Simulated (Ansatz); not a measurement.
Total energies of C2H3FS2, SMILES `FCC(=S)S`.

Cartesian coordinates in Å:
```
F -1.315 0.355 -0.896
C 0.026 0.039 -0.833
C 0.552 -0.152 0.567
S 2.122 -0.511 0.776
S -0.527 0.013 1.896
H 0.186 -0.888 -1.390
H 0.591 0.844 -1.307
H -1.635 0.299 1.186
```

Charge 0, multiplicity 1. All single points use the PBE0-D4/def2-TZVP geometry. It is one conformer, not always the lowest. Basis def2-TZVPP, Ansatz 0.2.0.

RPA on PBE orbitals: Hartree–Fock energy of these orbitals -971.98347 Eh, correlation -1.48261 Eh (frozen core).

| functional | energy without D4 (Eh) | D4 term (kJ/mol) |
| --- | --- | --- |
| revPBE | -974.12553 | -63.2 |
| ωB97M-V | -974.22106 | – |

(1) Give the same for LDA (SPW92), PBE, BLYP, r2SCAN, B97M-V, PBE0, B3LYP, r2SCANh, r2SCAN0, HSE06 (plane-wave form), BHLYP, CAM-B3LYP, LC-ωPBE, ωB97X-V, B2PLYP, PBE-QIDH. (An estimate is asked.)

B3LYP takes the VWN-RPA correlation (the form of Gaussian; ORCA's B3LYP/G). HSE06 is the plane-wave form, built on full-range PBE exchange. The double hybrids freeze the cores in their second-order part.

## Answers

(1) The calculation gave: 
```json
{"functional": "LDA (SPW92)", "energy without D4 (Eh)": "-970.23995", "D4 term (kJ/mol)": "–"}
{"functional": "PBE", "energy without D4 (Eh)": "-973.79153", "D4 term (kJ/mol)": "-20.4"}
{"functional": "BLYP", "energy without D4 (Eh)": "-974.28193", "D4 term (kJ/mol)": "-45.6"}
{"functional": "r2SCAN", "energy without D4 (Eh)": "-974.18360", "D4 term (kJ/mol)": "-4.7"}
{"functional": "B97M-V", "energy without D4 (Eh)": "-974.08701", "D4 term (kJ/mol)": "–"}
{"functional": "PBE0", "energy without D4 (Eh)": "-973.85598", "D4 term (kJ/mol)": "-17.1"}
{"functional": "B3LYP", "energy without D4 (Eh)": "-974.35773", "D4 term (kJ/mol)": "-33.3"}
{"functional": "r2SCANh", "energy without D4 (Eh)": "-974.16857", "D4 term (kJ/mol)": "-5.1"}
{"functional": "r2SCAN0", "energy without D4 (Eh)": "-974.14745", "D4 term (kJ/mol)": "-5.6"}
{"functional": "HSE06 (plane-wave form)", "energy without D4 (Eh)": "-973.83329", "D4 term (kJ/mol)": "-16.0"}
{"functional": "BHLYP", "energy without D4 (Eh)": "-974.22647", "D4 term (kJ/mol)": "-25.4"}
{"functional": "CAM-B3LYP", "energy without D4 (Eh)": "-974.27380", "D4 term (kJ/mol)": "-17.4"}
{"functional": "LC-ωPBE", "energy without D4 (Eh)": "-973.97606", "D4 term (kJ/mol)": "–"}
{"functional": "ωB97X-V", "energy without D4 (Eh)": "-974.14093", "D4 term (kJ/mol)": "–"}
{"functional": "B2PLYP", "energy without D4 (Eh)": "-973.94660", "D4 term (kJ/mol)": "–"}
{"functional": "PBE-QIDH", "energy without D4 (Eh)": "-973.65705", "D4 term (kJ/mol)": "–"}
```

LC-ωPBE has ω = 0.4 bohr⁻¹.
